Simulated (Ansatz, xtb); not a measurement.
**Relaxing a trial structure of CHOSi−**

The starting geometry of this gas-phase singlet has its atoms placed at random.

```xyz
4

C     0.7451    1.5769    0.2167
O     0.2749   -0.3589   -0.7090
Si   -0.3659   -0.4732    0.9578
H    -0.8192   -1.5839    0.4694
```

Question: One run relaxed it with r2SCAN-D4/def2-SVPD. What is a likely outcome?

Answer: It ends as a structure given below by its coordinates. Distances that change by over a tenth: O2–Si3 (1.79 → 1.98 Å), Si3–H4 (1.30 → 1.56 Å). Contacts that close: C1–O2 (2.20 → 1.26 Å), C1–Si3 (2.45 → 2.00 Å).

The energy falls by 5.97 eV over 13 steps:

| step | E − E(last) (eV) |
| --- | --- |
| 1 | 5.969 |
| 2 | 3.888 |
| 4 | 2.615 |
| 5 | 2.496 |
| 6 | 2.208 |
| 8 | 0.591 |
| 9 | 0.238 |
| 10 | 0.134 |
| 12 | 0.000 |
| 13 | 0.000 |

Final geometry (Å):

```xyz
4

C     0.1885    0.9786    0.1450
O     0.4704    0.1851   -0.7914
Si    0.3525   -0.8804    0.8722
H    -1.1765   -1.1224    0.7091
```

From the same start GFN2-xTB ends elsewhere, differing in C1–O2 (3.05 against 1.26 Å here).

From so rough a start the end depends on the optimiser's path, so another program may land elsewhere. No frequencies were run, so the end isn't proven a minimum. Run with Ansatz 0.2.0, 25 s on 1 thread of Intel(R) Xeon(R) Platinum 8259CL CPU @ 2.50GHz (Skylake/Cascade Lake) (shared host).
